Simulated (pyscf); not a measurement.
H₃C–CH(F)–F (SMILES CC(F)F) -> F–C:–F (SMILES F[C]F) [singlet] + CH₄ (SMILES C), a 1,1-elimination (singlet surface; C–C, C–H broken, C–H formed). Single points on ωB97X-D3(BJ)/def2-SVP structures (PySCF, gas phase). MP2 and CC: frozen core, UHF for open shells. ΔMP2 is the change of the MP2 total energy from the triple- to the quadruple-zeta basis. Energies in kcal/mol from the reactant's lowest minimum found.

AM1 to PM7: differences of heats of formation from MOPAC. 

### Question
In single points AM1 puts the saddle at 79.5 kcal/mol and the reaction energy at +39.5 kcal/mol. Should these be trusted to within a few kcal/mol? Compare with CCSD(T)/def2-TZVPP + ΔMP2(QZVPP).

### Answer
CCSD(T)/def2-TZVPP + ΔMP2(QZVPP) gives ΔE‡ = 96.4 kcal/mol and ΔE = +59.6 kcal/mol. AM1 lies 16.9 kcal/mol under it in the barrier and 20.1 kcal/mol under it in the reaction energy, so on this step it does not hold to within 3.0 kcal/mol. CCSD(T)/def2-TZVPP + ΔMP2(QZVPP) has limits of its own. The same reactants have a lower exit, to H₂C=CH–F + HF (barrier +66.8 kcal/mol at ωB97M-D3(BJ), against +97.2 kcal/mol here). This is the saddle that the search found; another between the same sides may lie lower. The CCSD(T) − MP2 part came from Ansatz, without density fitting, on the same reference.
